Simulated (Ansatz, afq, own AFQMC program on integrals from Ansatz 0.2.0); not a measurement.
# Where AFQMC and coupled cluster stand for CHSi, quartet

```yaml
atoms:
  - { symbol: Si, position_ang: [0.0000, -0.0832, 0.5272] }
  - { symbol: C, position_ang: [0.0000, 0.0762, -1.3058] }
  - { symbol: H, position_ang: [0.0000, 1.4109, 0.8685] }
```

Connectivity, by distances: SiH–C.

Basis cc-pVDZ. Noble-gas cores (and the filled d shells of Ga–Kr and In–Xe) are frozen. Ansatz 0.2.0 and our own AFQMC program on the same integrals; the CISD trial comes from CCSD amplitudes, and released means the phaseless constraint is let go. Free projection: walkers drawn from exp(T), propagated without any constraint. Its projection time is finite, and what remains of the start isn't in its error. ± is one standard error of the sampling.

Determinant: UHF, the one that the program's search chose, which needn't be the lowest solution. The geometry is a point of a scan.

No full CI on the walks' own integrals is used here; CCSDT(Q) serves as the reference and is uncertain by about the last step of the cluster series.

Cautions: lower spins were not checked; higher spins were not checked; an unrestricted solution with more broken spin lies lower (29 meV, ⟨S²⟩ 3.94); raised T1 diagnostic (T1 0.048, weight of the determinant 0.84, largest double 0.09).

The T1 diagnostic is 0.0477. The weight of the determinant in the CISD state is 0.845, the ⟨S²⟩ of the determinant is 3.768 and the size of the correlated space is 9 electrons in 31 orbitals.

Reference: CCSDT(Q), correlation energy -5.087 eV. The released energy is read at 2.40 1/Eh (meV from the phaseless value at times in 1/Eh: -1 ± 10 at 0.24, 8 ± 13 at 0.51, -2 ± 14 at 0.99, -22 ± 14 at 1.62, 11 ± 16 at 2.40).

```json
{"level": "HF", "E − E(reference) (kcal/mol)": "117.31", "share of correlation (%)": "0.00"}
{"level": "MP2", "E − E(reference) (kcal/mol)": "30.51", "share of correlation (%)": "73.99"}
{"level": "CCSD", "E − E(reference) (kcal/mol)": "5.42", "share of correlation (%)": "95.38"}
{"level": "CCSD(T)", "E − E(reference) (kcal/mol)": "1.55", "share of correlation (%)": "98.68"}
{"level": "CCSDT", "E − E(reference) (kcal/mol)": "0.29", "share of correlation (%)": "99.75"}
{"level": "ph-AFQMC/HF", "E − E(reference) (kcal/mol)": "0.59 ± 0.96", "share of correlation (%)": "99.49"}
{"level": "ph-AFQMC/CISD", "E − E(reference) (kcal/mol)": "0.40 ± 0.32", "share of correlation (%)": "99.66"}
{"level": "released AFQMC", "E − E(reference) (kcal/mol)": "0.64 ± 0.37", "share of correlation (%)": "99.45"}
{"level": "free AFQMC", "E − E(reference) (kcal/mol)": "0.66 ± 0.62", "share of correlation (%)": "99.44"}
```

Free projections are given only where their last times agree within the noise and don't stop above the reference; a slow remainder of the start can still hide under it. A walk keeps the symmetry of its determinant, which the program's search chose and which needn't be the lowest solution, so a lower state of the same spin and another symmetry isn't excluded. Released energies are given only where the last usable release times agree within the noise; a slower fall can still hide under it.
